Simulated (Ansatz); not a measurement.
HB–N–S, doublet: bend scan

Starting geometry (PBE0/def2-TZVP stationary point for this spin, not checked as a minimum):

| atom | x (Å) | y (Å) | z (Å) |
| --- | --- | --- | --- |
| B | 0.0000 | 0.0000 | 0.7317 |
| N | 0.0000 | 0.0000 | -0.5240 |
| S | 0.0000 | 0.0000 | -2.1092 |
| H | 0.0000 | 0.0000 | 1.9015 |

From there the angle named below is changed in its plane at fixed bond lengths, both arms turning rigidly about the middle atom; atoms are numbered as listed. Energies are in eV, counted from the starting geometry at the same level.

Basis cc-pVDZ; Ansatz 0.2.0. Only valence electrons are correlated (noble-gas cores frozen). Prefix R: restricted or restricted open-shell reference; prefix U: unrestricted.

Unrestricted rows (U) aren't spin-pure: their determinants' ⟨S²⟩ exceeds S(S+1) by up to 0.59, so they mix in states of higher spin. Coupled cluster chose its determinant by trial CCSD, here up to 0.07 eV above the lowest Hartree–Fock solution of its kind, and MP2 stands on that determinant too. A value is left out where its run failed or describes another state than the reference as far as symmetry and spin tell, or, spin-broken singlets apart, can't be checked.

Full CI isn't at hand for all of this; UCCSDT(Q) serves as the reference, and is uncertain by about the last step of the cluster series. The frozen core follows each run's orbitals, which can shift R against U totals by a few meV.

| angle N2-B1-H4 (°) | UCCSDT(Q) | error UMP2 | error UCCSD | error RCCSD(T) | error UCCSD(T) | error BCCD(T) | error UCCSDT |
| --- | --- | --- | --- | --- | --- | --- | --- |
| 71.2 | 2.903 | 0.158 | 0.097 | 0.019 | 0.018 | 0.016 | 0.014 |
| 91.1 | 1.883 | 0.835 | 0.191 | 0.031 | 0.092 | 0.029 | 0.031 |
| 105.9 | 1.244 | 0.796 | 0.169 | 0.029 | 0.086 | 0.028 | 0.027 |
| 121.9 | 0.732 | 0.603 | 0.122 | 0.021 | 0.060 | 0.022 | 0.020 |
| 138.8 | 0.360 | 0.096 | 0.052 | 0.010 | 0.014 | 0.011 | 0.008 |
| 154.5 | 0.136 | 0.018 | 0.020 | 0.004 | 0.004 | 0.004 | 0.003 |
| 180.0 | 0.000 | 0.000 | 0.000 | 0.000 | 0.000 | 0.000 | 0.000 |

Errors are those of relative energies. In total energy the starting point itself misses UCCSDT(Q) by: UMP2 1.141, UCCSD 0.450, RCCSD(T) 0.060, UCCSD(T) 0.062, BCCD(T) 0.061, UCCSDT 0.039 eV.

Spread of the error over the points with a reference, to 180.0 ° (largest less smallest): BCCD(T) 0.029, UCCSDT 0.031, RCCSD(T) 0.031, UCCSD(T) 0.092, UCCSD 0.191, UMP2 0.835 eV.
